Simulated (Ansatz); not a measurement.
```yaml
crystal:
  periodic: [false, false, false]
  atoms:
    - {symbol: F, position_ang: [1.239939, 0.658375, -0.448719]}
    - {symbol: Si, position_ang: [-0.069520, -0.253761, -0.290350]}
    - {symbol: H, position_ang: [-1.250652, 0.651154, -0.217047]}
    - {symbol: H, position_ang: [0.080233, -1.055767, 0.956116]}
basis:
  gaussian: {orbitals: 6-31G}
magnetization: {spin_polarized: true, initial_magnetization: 1}
hamiltonian: {xc: {name: PBE0}}
output: {forces: true}
```

```sh
$ ansatz run in.yaml --threads 2 --pin off --events-out ev --progress --plain --max-ram 32768MiB --backend cpu
```

It prints (some lines left out):

```
Functional definition: PBE0
279 factors; integrals over basis functions are off by at most 1.6e-4 eV
mean field evaluation 1: about -10617.0755 eV, gradient 2.0e1 eV
mean field evaluation 2: about -10614.7133 eV, gradient 3.4e1 eV
mean field evaluation 4: about -10618.3444 eV, gradient 1.1e0 eV
mean field evaluation 8: about -10618.4133 eV, gradient 6.7e-2 eV
mean field evaluation 16: about -10618.4134 eV, gradient 1.5e-5 eV
mean field -10618.41335157 eV, -390.2194932510 hartree, gradient 1.5e-5 eV, S^2 0.750645; 0 other end points of the search recorded, 0 dependent functions left out
reference -10618.41337437 eV, -390.2194940890 hartree; 13, 12 occupied and 13, 14 virtual orbitals, 279 factors
Total energy: -10618.41337437 eV, -390.2194940890 hartree
Atom 0 at     1.239939     0.658375    -0.448719 Å, force     2.971004     2.021784    -0.428786 eV/Å
Atom 1 at    -0.069520    -0.253761    -0.290350 Å, force    -2.590224    -1.938544     0.117926 eV/Å
Atom 2 at    -1.250652     0.651154    -0.217047 Å, force    -0.351530     0.165049     0.013387 eV/Å
Atom 3 at     0.080233    -1.055767     0.956116 Å, force    -0.029250    -0.248289     0.297474 eV/Å
Dipole moment:    -0.334849    -0.227833     0.048375 e Å
```

Hardware: 2 threads of a server CPU on a shared host. Wall time 0.78 s, peak host memory 0.22 GiB.
